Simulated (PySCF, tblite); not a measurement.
Isomers of C4H10P2, one GFN2-xTB conformer each. Single-point energies are computed at PBE0/pcSseg-1 (PySCF, gas phase, no added dispersion term), electronic only.

| SMILES | GFN2-xTB relative energy (kJ/mol) |
| --- | --- |
| [H]/P=P/C(C)(C)C | 0.0 |
| CC(C)/C=P\P | 36.1 |
| C/C=P\P(C)C | 58.2 |

Conformers: `[CH3:1][CH:2]([CH3:3])/[CH:4]=[P:5]\[PH2:6]` with C1–C2–C4–P5 -94°, C4–P5–P6–H 91° and -177°; `[CH3:1]/[CH:2]=[P:3]\[P:4]([CH3:5])[CH3:6]` with C2–P3–P4–C5 168°.

Problem. What does PBE0/pcSseg-1 give for the same structures?

Solution. 
| SMILES | PBE0/pcSseg-1 E (Eh) | PBE0/pcSseg-1 (kJ/mol) | GFN2-xTB (kJ/mol) | point group |
| --- | --- | --- | --- | --- |
| [H]/P=P/C(C)(C)C | -840.62912 | 0.0 | 0.0 | Cs |
| C/C=P\P(C)C | -840.62639 | 7.2 | 58.2 | C1 |
| CC(C)/C=P\P | -840.61599 | 34.5 | 36.1 | C1 |

Both levels put the same isomer lowest; measured from each level's own lowest isomer, the values differ by up to 51.0 kJ/mol (C/C=P\P(C)C: 58.2 against 7.2). Neighbours under 10 kJ/mol apart ([H]/P=P/C(C)(C)C and C/C=P\P(C)C) can change places with a better method, another conformer or zero-point energy.

Problem. Which frontier levels, dipoles and rotational constants go with these structures?

Solution. 
```
          SMILES  HOMO (eV, PBE0/pcSseg-1)  LUMO (eV)  dipole (D)     A, B, C (MHz)
[H]/P=P/C(C)(C)C                     -6.97      -2.68        1.13  3682, 1548, 1430
     C/C=P\P(C)C                     -6.28      -1.52        1.13  3564, 1537, 1307
     CC(C)/C=P\P                     -6.79      -1.59        1.39  3496, 1319, 1166
```

Problem. What happens when harmonic zero-point energies from GFN2-xTB frequencies are added?

Solution. 
```json
{"SMILES": "[H]/P=P/C(C)(C)C", "ZPE (kJ/mol)": "341.3", "electronic (kJ/mol)": "0.0", "with ZPE (kJ/mol)": "0.0"}
{"SMILES": "C/C=P\\P(C)C", "ZPE (kJ/mol)": "336.7", "electronic (kJ/mol)": "7.2", "with ZPE (kJ/mol)": "2.6"}
{"SMILES": "CC(C)/C=P\\P", "ZPE (kJ/mol)": "333.9", "electronic (kJ/mol)": "34.5", "with ZPE (kJ/mol)": "27.1"}
```

The zero-point energies span 7.4 kJ/mol. The order is unchanged.
